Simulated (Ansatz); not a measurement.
A nudged elastic band was laid between two geometries of AlFH2O (5 atoms, charge 0, multiplicity 1).

All numbers below come from RKS PBE/def2-TZVP in Ansatz.

- movable images: 9
- climbing image: yes
- spring: 5.0 eV/Å²
- optimiser: quadratic models (default)
- start path: through a guess of the saddle point
- force threshold: 0.05 eV/Å
- iteration limit: 60
- end points: relaxed

Image 0:

```xyz
5
Properties=species:S:1:pos:R:3
Al 0.313 -0.353 -0.148
F -0.702 -1.315 -1.053
H 1.832 -0.730 -0.010
O -0.264 1.045 0.629
H -1.179 1.353 0.583
```

Image 10:

```xyz
5
Properties=species:S:1:pos:R:3
Al 1.529 0.702 0.894
F -0.178 -1.580 -1.106
H -0.281 -0.772 -0.594
O -0.127 0.571 0.347
H -0.944 1.079 0.460
```

Question: Which bonds break or form, and what moves?

Answer: Bonds broken: Al1–F2, Al1–H3. Bonds formed: F2–H3. AlFH2O becomes AlHO + FH.

Question: What energy profile does the band end with?

Answer: The run converged. The highest image is number 3 of 0 to 10, 2.91 eV above the first end and 0.88 eV above the last; the last end lies 2.04 eV above the first. The profile has 2 maxima (images 3, 7) with wells between them (image 5): this band takes more than one step, which may be the mechanism or a detour left from its start path. Neighbouring images differ by up to 1.3 eV, so the band resolves the path poorly. A vibrational analysis at the climbing image gives one clearly imaginary mode, 1089i cm⁻¹: a first-order saddle point. The orbitals stay closed-shell, which can raise the energy where a bond breaks towards radicals; this wasn't checked here.

```json
{"image": "0", "path coordinate (Å)": "0.00", "energy (eV)": "0.00", "Al1–F2 (Å)": "1.67", "Al1–H3 (Å)": "1.57", "F2–H3 (Å)": "2.80"}
{"image": "1", "path coordinate (Å)": "0.53", "energy (eV)": "0.37", "Al1–F2 (Å)": "1.66", "Al1–H3 (Å)": "1.57", "F2–H3 (Å)": "2.38"}
{"image": "2", "path coordinate (Å)": "1.07", "energy (eV)": "1.67", "Al1–F2 (Å)": "1.72", "Al1–H3 (Å)": "1.59", "F2–H3 (Å)": "1.81"}
{"image": "3", "path coordinate (Å)": "1.60", "energy (eV)": "2.91", "Al1–F2 (Å)": "1.94", "Al1–H3 (Å)": "1.74", "F2–H3 (Å)": "1.23"}
{"image": "4", "path coordinate (Å)": "2.13", "energy (eV)": "2.41", "Al1–F2 (Å)": "2.48", "Al1–H3 (Å)": "2.22", "F2–H3 (Å)": "0.96"}
{"image": "5", "path coordinate (Å)": "2.65", "energy (eV)": "2.33", "Al1–F2 (Å)": "3.00", "Al1–H3 (Å)": "2.47", "F2–H3 (Å)": "0.95"}
{"image": "6", "path coordinate (Å)": "3.18", "energy (eV)": "2.37", "Al1–F2 (Å)": "3.34", "Al1–H3 (Å)": "2.56", "F2–H3 (Å)": "0.94"}
{"image": "7", "path coordinate (Å)": "3.71", "energy (eV)": "2.40", "Al1–F2 (Å)": "3.56", "Al1–H3 (Å)": "2.85", "F2–H3 (Å)": "0.94"}
{"image": "8", "path coordinate (Å)": "4.24", "energy (eV)": "2.31", "Al1–F2 (Å)": "3.57", "Al1–H3 (Å)": "2.94", "F2–H3 (Å)": "0.94"}
{"image": "9", "path coordinate (Å)": "4.77", "energy (eV)": "2.14", "Al1–F2 (Å)": "3.42", "Al1–H3 (Å)": "2.83", "F2–H3 (Å)": "0.94"}
{"image": "10", "path coordinate (Å)": "5.30", "energy (eV)": "2.04", "Al1–F2 (Å)": "3.48", "Al1–H3 (Å)": "2.77", "F2–H3 (Å)": "0.96"}
```

Question: What is the geometry of the highest image?

Answer: 
```xyz
5
Properties=species:S:1:pos:R:3
Al 0.713 0.228 -0.039
F -0.070 -1.493 -0.492
H 1.142 -1.344 -0.639
O -0.416 1.374 0.531
H -1.369 1.235 0.639
```

Time of the run: 6.9 min on 2 threads of Intel(R) Xeon(R) Platinum 8259CL CPU @ 2.50GHz (Skylake/Cascade Lake), with other jobs on the host, peak memory 0.17 GiB.
